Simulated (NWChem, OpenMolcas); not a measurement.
## How basis sets differ on BClO (boron chloride oxide)

BClO has 3 atoms, charge 0, and is taken as a singlet. SMILES: `O=BCl`. The shape is that of a GFN2-xTB optimisation.

```tsv
atom	x (Å)	y (Å)	z (Å)
O	1.0196	0.6062	0.6270
B	0.1131	0.0666	0.0695
Cl	-1.1326	-0.6728	-0.6965
```

Each level gives the HOMO–LUMO gap (eV). The values are calculated.

```json
{"level": "HF/STO-3G", "kind": "Hartree–Fock", "program": "OpenMolcas", "value (eV)": "20.57"}
{"level": "HF/3-21G", "kind": "Hartree–Fock", "program": "OpenMolcas", "value (eV)": "18.30"}
{"level": "HF/ANO-S-VDZP (Cholesky decomposition)", "kind": "Hartree–Fock", "program": "OpenMolcas", "value (eV)": "16.50"}
{"level": "HF/def2-SVP", "kind": "Hartree–Fock", "program": "OpenMolcas", "value (eV)": "17.54"}
{"level": "HF/6-311G", "kind": "Hartree–Fock", "program": "NWChem", "value (eV)": "17.22"}
```

The values span 16.50 to 20.57 eV. A Hartree–Fock LUMO above zero doesn't converge with the basis: it sinks as sets grow more diffuse. Orbital gaps aren't excitation energies.
